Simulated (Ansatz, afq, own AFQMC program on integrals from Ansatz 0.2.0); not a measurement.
**BH$_{4}$⁺, triplet: AFQMC among the cluster methods**

```yaml
atoms:
  - { symbol: B, position_ang: [0.0000, 0.0000, 0.0000] }
  - { symbol: H, position_ang: [0.4147, 0.8125, 0.8107] }
  - { symbol: H, position_ang: [-0.4243, -0.8077, 0.8105] }
  - { symbol: H, position_ang: [-0.4128, 0.8086, -0.8154] }
  - { symbol: H, position_ang: [0.4225, -0.8134, -0.8057] }
```

Basis cc-pVTZ. Noble-gas cores (and the filled d shells of Ga–Kr and In–Xe) are frozen. Ansatz 0.2.0 and our own AFQMC program on the same integrals; the CISD trial comes from CCSD amplitudes, and released means the phaseless constraint is let go. Free AFQMC starts from the CCSD state and is never constrained. Its projection time is finite, and what remains of the start isn't in its error. ± is one standard error of the sampling.

Determinant: UHF, the one that the program's search chose, which needn't be the lowest solution. The geometry is a PBE0/def2-TZVP stationary point of this or a neighbouring charge and spin state.

No full CI on the walks' own integrals is used here; CCSDT(Q) serves as the reference and is uncertain by about the last step of the cluster series.

Cautions: lower spins were not checked; the released energies have errors that jump between times, so the bars are unsure, so no released level is given (meV from the phaseless value at times in 1/Eh: -4.1 ± 2.0 at 0.24, -9.3 ± 2.3 at 0.50, -8 ± 5 at 1.00, -15.5 ± 1.4 at 1.50), though the last usable value meets CCSDT(Q) within the noise; the ph-AFQMC/HF walk drifts between its halves (2.4 errors).

```
T1 diagnostic                               : 0.0224
weight of the determinant in the CISD state : 0.934
⟨S²⟩ of the determinant                     : 2.022
size of the correlated space                : 6 electrons in 85 orbitals
```

```tsv
level	correlation energy (eV)
MP2	-2.6913
CCSD	-3.3179
CCSD(T)	-3.4073
```

Q: Estimate where free-projection AFQMC lies against CCSD(T) on the same integrals.

A: 2.1 ± 0.3 kJ/mol below CCSD(T).

Reference: CCSDT(Q), correlation energy -3.429 eV.

| level | E − E(reference) (kJ/mol) | share of correlation (%) |
| --- | --- | --- |
| CCSD(T) | 2.1 | 99.36 |
| CCSDT | 0.2 | 99.95 |
| ph-AFQMC/HF | 12.6 ± 1.9 | 96.19 |
| ph-AFQMC/CISD | 1.8 ± 0.2 | 99.47 |
| free AFQMC | 0.0 ± 0.3 | 99.99 |

Free projections are given only where their last times agree within the noise and don't stop above the reference; a slow remainder of the start can still hide under it. A walk keeps the symmetry of its determinant, which the program's search chose and which needn't be the lowest solution, so a lower state of the same spin and another symmetry isn't excluded.
